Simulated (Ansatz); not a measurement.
**B2 (triplet): B97M-V, PBE0 over a scan of the distance B1–B2, cc-pVDZ**

Aim: run B2 (triplet) with these functionals over a scan of the distance B1–B2, and hold them against the top wave-function level at the same points.

Computed with Ansatz 0.2.0, Gaussian basis. Level: cc-pVDZ, all electrons in the functionals.

The runs, in order: B97M-V, PBE0, at 1.280 Å; 1.432 Å; 1.562 Å; 1.695 Å; 1.948 Å; 2.129 Å; 2.531 Å; 2.897 Å; 3.501 Å; 4.237 Å; 5.287 Å.

16 further runs of the same task are left out: 8 that didn't finish, 8 set aside as unsound or not needed.

## Step 1: The system

The geometry derives from a PBE0/def2-TZVP stationary point (not a proven minimum). One bond is set to the value named and the two fragments are kept rigid.

2 atoms, charge 0, spin multiplicity 3.

Atoms are counted from 1 here; the program's logs count them from 0.

Bond lengths: B1–B2 1.562 Å.

No dispersion term is added; B97M-V holds VV10 nonlocal correlation.

The geometry shown and the zero of energy belong to the point 1.562 Å. The yardstick, FCI, and other wave-function levels (R restricted, U unrestricted, valence and pair active spaces) come from earlier runs.

## Step 2: B97M-V, 1.280 Å

The input, in.yaml:

```yaml
crystal:
  periodic: [false, false, false]
  atoms:
    - {symbol: B, position_ang: [0.000000, 0.000000, 0.000000]}
    - {symbol: B, position_ang: [0.000000, 0.000000, 1.280000]}
basis:
  gaussian: {orbitals: cc-pVDZ}
magnetization: {spin_polarized: true, initial_magnetization: 2}
hamiltonian: {xc: {name: B97M-V}}
```

Run with:

```
$ ansatz run in.yaml --threads 1 --pin off --events-out ev --progress --plain --max-ram 2393MiB
```

Further steps of the session: B97M-V, 1.432 Å; B97M-V, 1.562 Å; B97M-V, 1.695 Å; B97M-V, 1.948 Å; B97M-V, 2.129 Å; B97M-V, 2.531 Å; B97M-V, 2.897 Å; B97M-V, 3.501 Å; B97M-V, 4.237 Å; B97M-V, 5.287 Å; PBE0, 1.280 Å; PBE0, 1.432 Å; PBE0, 1.562 Å; PBE0, 1.695 Å; PBE0, 1.948 Å; PBE0, 2.129 Å; PBE0, 2.531 Å; PBE0, 2.897 Å; PBE0, 3.501 Å; PBE0, 4.237 Å; PBE0, 5.287 Å.

Q: Predict the results of all the runs planned. Wanted: span of the FCI curve; largest miss, B97M-V; largest miss, PBE0.

The runs gave:

```
             quantity                   value
span of the FCI curve            245.0 kJ/mol
 largest miss, B97M-V  +58.2 kJ/mol (5.287 Å)
   largest miss, PBE0  +59.8 kJ/mol (5.287 Å)
```

**Reading.** Of the functionals, B97M-V keep the smallest largest miss at the points compared (at most 58.2 kJ/mol) and PBE0 strays most (59.8 kJ/mol, at 5.287 Å). B97M-V, PBE0 clearly break the spin symmetry at some points (⟨S²⟩ up to 0.85 above the pure value), so energy there is bought with a mixed spin. Functionals and the yardstick converge differently with the basis, so part of each miss in cc-pVDZ is the basis.
